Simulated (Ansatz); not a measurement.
# CH9AlSi: the cost of one run

All numbers below are computed with Ansatz 0.2.0 (RKS PBE0-D4/6-31G*).

### Step 1. The starting structure

Bond lengths: Al1–H3 1.560 Å, Al1–C4 1.970 Å, C4–H5 1.110 Å, C4–H6 1.110 Å, C4–H7 1.110 Å, Al1–Si8 2.620 Å, Si8–H9 1.460 Å, Si8–H10 1.460 Å, Si8–H11 1.460 Å. Angles (14 of 15 angles, heavy atoms first): C4–Al1–Si8 101.2°, H3–Al1–C4 120.0°, H3–Al1–Si8 97.0°, Al1–C4–H5 109.5°, Al1–C4–H6 109.5°, Al1–C4–H7 109.5°, Al1–Si8–H9 109.5°, Al1–Si8–H10 109.5°, Al1–Si8–H11 109.5°, H5–C4–H6 109.4°, H5–C4–H7 109.4°, H6–C4–H7 109.4°, H9–Si8–H10 109.4°, H9–Si8–H11 109.4°.

Coordinates:

```xyz
12

Al    0.0000    0.0000    0.0000
H     0.0000    0.0000    1.9100
H     1.3510    0.0000   -0.7800
C    -1.7060    0.0000   -0.9850
H    -2.2662   -0.9305   -0.7558
H    -2.3102    0.8797   -0.6796
H    -1.5043    0.0508   -2.0753
Si    0.1095   -2.4839    0.8261
H    -0.6805   -3.3291   -0.0645
H     1.4971   -2.9379    0.8228
H    -0.4270   -2.5710    2.1812
H     0.0428   -0.9718    1.9763
```

### Step 2. A restrained relaxation towards end A

Springs on the bonds that form and break draw the guess towards this end; the thresholds are loose.

Input file input.yaml:

```yaml
crystal:
  periodic: [false, false, false]
  atoms:
    - { symbol: Al, position_ang: [0.0, 0.0, 0.0] }
    - { symbol: H, position_ang: [0.0, 0.0, 1.91] }
    - { symbol: H, position_ang: [1.351, 0.0, -0.78] }
    - { symbol: C, position_ang: [-1.706, 0.0, -0.985] }
    - { symbol: H, position_ang: [-2.2662, -0.9305, -0.7558] }
    - { symbol: H, position_ang: [-2.3102, 0.8797, -0.6796] }
    - { symbol: H, position_ang: [-1.5043, 0.0508, -2.0753] }
    - { symbol: Si, position_ang: [0.1095, -2.4839, 0.8261] }
    - { symbol: H, position_ang: [-0.6805, -3.3291, -0.0645] }
    - { symbol: H, position_ang: [1.4971, -2.9379, 0.8228] }
    - { symbol: H, position_ang: [-0.427, -2.571, 2.1812] }
    - { symbol: H, position_ang: [0.0428, -0.9718, 1.9763] }
basis:
  gaussian: { orbitals: "6-31G*" }
hamiltonian:
  xc: pbe0
  dispersion: d4
relax:
  f_tol: 0.15
  max_steps: 25
  restrain:
    - { distance: [0, 7], at: 3.52, k: 30.0 }
    - { distance: [11, 1], at: 1.86, k: 30.0 }
    - { distance: [0, 1], at: 1.56, k: 30.0 }
    - { distance: [11, 7], at: 1.46, k: 30.0 }
output:
  orbitals: {}
```

Command:

```sh
$ ansatz run input.yaml --threads 1 --pin off --max-ram 2048MiB --backend cpu --events-out ev --progress --plain --runs-dir out
```

What time and memory should one allow on 1 thread of Arm Neoverse V1, shared host?

About 31 s, with a peak of 0.15 GiB.
